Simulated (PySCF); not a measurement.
Magnetic susceptibility: SMILES CS[C@]12C[C@H]1C2, C₅H₈S

Geometry (Å), atoms numbered from 1 in this order:
```xyz
14

C     2.3510   -0.5143   -0.2341
S     0.8930   -1.2983    0.4960
C    -0.3447   -0.1401    0.0624
C    -0.9825    0.9470    0.8783
C    -1.7926   -0.1864    0.3480
C    -1.3312   -0.1564   -1.0690
H     2.5362    0.4728    0.2131
H     2.2447   -0.4169   -1.3240
H     3.2056   -1.1706   -0.0163
H    -1.1025    1.9495    0.4415
H    -0.7547    0.9335    1.9494
H    -2.3707   -0.9408    0.8800
H    -1.4794    0.7553   -1.6665
H    -1.3972   -1.0936   -1.6314
```

The calculation used PySCF, GIAO KT1/3-21G magnetisability, non-relativistic, IEF-PCM methanol. Geometry: PBE0-D3(BJ)/def2-SVP.

Q: How diamagnetic is it, and how anisotropic?

A: Isotropic -1330 × 10⁻³⁰ J/T², or -80.1 × 10⁻⁶ cm³/mol; principal values -1413, -1291, -1285 × 10⁻³⁰ J/T², anisotropy 125 × 10⁻³⁰ J/T² (root of half the summed squared differences of the principal values). The susceptibility is in cgs units.

Q: Split it along the inertial axes a, b, c into diamagnetic and paramagnetic parts about the centre of mass, with the quadrupole moment.

A: 
| axis | χ (10⁻⁶ cm³/mol) | diamagnetic (10⁻⁶ cm³/mol) | paramagnetic (10⁻⁶ cm³/mol) | summed x² of all electrons (Å²) | quadrupole Θ (D Å) |
| --- | --- | --- | --- | --- | --- |
| a | -80.4 | -303.5 | 223.1 | 134.7 | +1.42 |
| b | -77.7 | -714.5 | 636.8 | 37.8 | -0.20 |
| c | -82.1 | -732.0 | 650.0 | 33.7 | -1.22 |

Anisotropies 2χaa − χbb − χcc = -1.0 and 2χbb − χaa − χcc = +7.0 × 10⁻⁶ cm³/mol. Θ is traceless in Buckingham's convention.
